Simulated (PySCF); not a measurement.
Potential energy of BC along the bond

Set-up: basis B aug-cc-pVDZ, C aug-cc-pVDZ; no relativity; PySCF 2.14. Energies in eV from B + C in their ground configurations at the same level. All curves are PBE0. state 1: ⁴Σ⁻ (quartet), unpaired electrons σ ↑, π ↑↑; state 2: Ms = 0.5 determinant of mixed spin (⟨S²⟩ near 1.8), unpaired electrons σ ↓, π ↑↑, a second solution, started from another occupation; state 3: Ms = 0.5 determinant of mixed spin (⟨S²⟩ near 1.8), unpaired electrons σ ↑, π ↑↓, a mixture of terms (⟨Lz²⟩ = 2.0), a second solution, started from another occupation; state 4: Ms = 0.5 determinant of mixed spin (⟨S²⟩ near 1.6), unpaired electrons π ↑, a second solution, started from another occupation.

```
R (Å)  state 1  state 2  state 3  state 4
1.284   -3.669   -3.199   -3.090   -3.592
1.344   -4.215   -3.778   -3.663   -3.881
1.403   -4.517   -4.109   -3.988   -3.952
1.448   -4.623   -4.234   -4.110   -3.899
1.493   -4.650   -4.278   -4.151   -3.780
1.538   -4.618   -4.258   -4.128   -3.612
1.597   -4.507   -4.158   -4.026   -3.335
1.672   -4.295   -3.951   -3.818   -2.945
1.762   -3.983   -3.632   -3.502   -2.463
1.881   -3.527   -3.154   -3.032   -1.867
```

**Question.** Put a parabola through the three lowest points of the state 1 curve and estimate Re, k and ωe (reduced mass 5.742 u; 1 eV/Å² = 0.16022 mdyn/Å; ωe = 1302.8·√(k/μ) cm⁻¹).

**Answer.** Through R = 1.448, 1.493, 1.538 Å the second-order coefficient is 14.6 eV/Å², so Re ≈ 1.491 Å, k ≈ 4.67 mdyn/Å and ωe ≈ 1175 cm⁻¹. A polynomial fit of higher order to the unrounded PBE0 energies gives Re = 1.489 Å, k = 4.88 mdyn/Å, ωe = 1201 cm⁻¹; anharmonicity and rounding make the difference.

The higher-order fit for each curve: state 1: Re = 1.489 Å, ωe = 1201 cm⁻¹, De = 4.65 eV; state 2: Re = 1.500 Å, ωe = 1197 cm⁻¹, minimum 4.28 eV below the ground-state fragments; state 3: Re = 1.498 Å, ωe = 1198 cm⁻¹, minimum 4.15 eV below the ground-state fragments; state 4: Re = 1.397 Å, ωe = 1463 cm⁻¹, minimum 3.95 eV below the ground-state fragments.

⟨S²⟩ of the unrestricted solution departs from its pure value on part of the curve, where spin states mix. The state was picked by a PBE0 search and need not be the measured ground state.
